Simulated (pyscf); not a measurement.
Optimised with ωB97X-D3(BJ)/def2-SVP in PySCF. Correlated levels are frozen-core, on RHF or UHF. ΔMP2 is the change of the MP2 total energy from the triple- to the quadruple-zeta basis.

### Question
Estimate by transition-state theory the rate constant of `[BH2][OH]` + `[NH3]` -> `[BH2][NH2]` + `[OH2]` (singlet surface; B–O, H–N broken, B–N, H–O formed) at 1200 K, with CCSD(T)/def2-TZVPP + ΔMP2(QZVPP) energies (ideal gas, 1 atm, RRHO with modes under 100 cm⁻¹ raised to 100, one conformer, R ln 2 for rigid chiral ones; no tunnelling).

### Answer
The electronic barrier is 13.1 kcal/mol and the thermal terms add +42.5, so ΔG‡ = 55.6 kcal/mol. With k_BT/h = 2.50e+13 s⁻¹ and RT = 2.385 kcal/mol, and a volume of 1.64e-19 cm³ per molecule at 1 atm, k = 3.0e-16 cm³ molecule⁻¹ s⁻¹. Wigner's tunnelling factor for 1234i cm⁻¹ would be 1.09. A shift of 1 kcal/mol in the barrier changes k by a factor 1.5. On the reactant side the descent ends in an adduct with a B–N contact, 13.1 kcal/mol under the separated species and 24.7 kcal/mol under the saddle at ωB97X-D3(BJ)/def2-TZVP. What is counted as formed (B–N) is already present as a longer contact in the reactant adduct; forming that adduct is a step of its own. The products may also form a dative adduct at H₂B–NH₂; it and routes through it were not searched. One saddle was located; it need not be the lowest between these sides. The CCSD(T) − MP2 part came from Ansatz, without density fitting, on the same reference.
